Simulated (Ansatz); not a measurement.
Wavefunction ladder for C₂HClF₂ (`FC(F)=CCl`)

```xyz
6

F     1.305   -0.756    0.998
C     0.650   -0.045    0.111
F     1.468    0.652   -0.628
C    -0.667   -0.057    0.006
Cl   -1.498    0.876   -1.156
H    -1.258   -0.670    0.668
```

Total charge 0; spin multiplicity 1. Geometry: relaxed with PBE0-D4/def2-TZVP. Frozen core, restricted reference, Ansatz. CBS rows extrapolate triple and quadruple zeta; past MP2 they add the triple-zeta difference.

```csv
basis,HF (Eh),MP2 corr.
def2-SVP,-734.28297,-0.75528
def2-TZVPP,-734.78301,-0.99146
def2-QZVPP,-734.80772,-1.07955
```

Estimate the CCSD correlation energy and the (T) correction in each basis where they were run (hartree).


| basis | CCSD corr. | (T) |
| --- | --- | --- |
| def2-SVP | -0.78312 | -0.02013 |
| def2-TZVPP | -1.01496 | -0.03962 |
| CBS(def2) | -1.16832 | as TZ |
